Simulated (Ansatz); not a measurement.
Two shapes of singlet S2O.

Shape 1:

```xyz
3

S     0.0000    0.4325   -1.6278
S     0.0000   -0.6283    0.1327
O     0.0000    0.1958    1.4951
```

Shape 2:

```xyz
3

S    -0.0008    0.3941   -1.5568
S    -0.0104   -0.6060    0.1653
O     0.0134    0.2260    1.4024
```

Basis set: def2-SVP (spherical functions). Left uncorrelated: 11 orbitals. Charge 0, multiplicity 1.

Computed with Ansatz (development build ahead of 0.2.0); each method stands on the lowest determinant of its kind that the runs found.

**Question.** Which shape is lower in energy, and by how much in each method?

**Answer.**

| method | E(2) − E(1) (eV) |
| --- | --- |
| RHF | -0.848 |
| UHF | -0.228 |
| UHF-MP2 | -0.539 |
| RHF-CCSD(T) | -0.324 |
| RHF-CCSDT(Q) | -0.282 |

Shape 2 is lower. Caution for RHF, RHF-CCSD(T), RHF-CCSDT(Q): an unrestricted determinant lies well below. Caution for UHF, UHF-MP2: the unrestricted determinant is a mixture of spin states. Caution for UHF-MP2: a plain start can end on a higher determinant.
